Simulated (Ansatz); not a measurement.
Basis sets over 10 cases of the atomisation energy at PBE0 with Ansatz (elements up to F), each against its own reference: (a) the value in aug-cc-pV5Z; (b) the value in aug-pcseg-3; (c) the value in def2-QZVPPD. By their distance from other large sets or by the extrapolation step the references are unsure by up to roughly 0.39 kcal/mol. B3LYP-D3(BJ)/def2-TZVP geometries; electronic energies; unrestricted open shells; no added dispersion term; no relativity. Cartesian d functions in some cases of 6-31G*. 

Cases are drawn at random; left out are references unsure by over 0.67 kcal/mol, doubtful singlets, and cases whose largest runs show a restricted determinant unstable towards unrestricted orbitals, <S^2> over 0.1 too high or, where CCSD(T) ran, T1 over 0.025 (0.045 for open shells). Sets are drawn from those converged to one state in every case.

Cases (SMILES) and reference values:
- [OH] (OH) → H atom + O atom: 105.77 kcal/mol (a)
- O (H2O) → 2 H atom + O atom: 227.22 kcal/mol (a)
- C1CC=1 → 3 C atom + 4 H atom: 688.87 kcal/mol (c)
- N#N (N2) → 2 N atom: 225.84 kcal/mol (a)
- F[CH2] (CH2-F) → C atom + F atom + 2 H atom: 316.94 kcal/mol (b)
- [BH2] (BH2) → B atom + 2 H atom: 172.30 kcal/mol (a)
- N[CH2] (CH2-NH2) → C atom + 4 H atom + N atom: 486.50 kcal/mol (b)
- OC (CH3-OH) → C atom + 4 H atom + O atom: 510.33 kcal/mol (b)
- [B](F)F → B atom + 2 F atom: 298.98 kcal/mol (b)
- OO (H2O2) → 2 H atom + 2 O atom: 263.64 kcal/mol (b)

Problem. Rank these sets by mean absolute deviation from the references, smallest first: 6-31G*; pcseg-1; cc-pVQZ; def2-SVP; def2-TZVPD.

Solution. cc-pVQZ (0.42 kcal/mol, signed -0.22), def2-TZVPD (1.17 kcal/mol, signed -1.17), def2-SVP (3.19 kcal/mol, signed -0.66), 6-31G* (5.46 kcal/mol, signed -4.97), pcseg-1 (6.29 kcal/mol, signed -6.29)

Ansatz is a first-principles code.
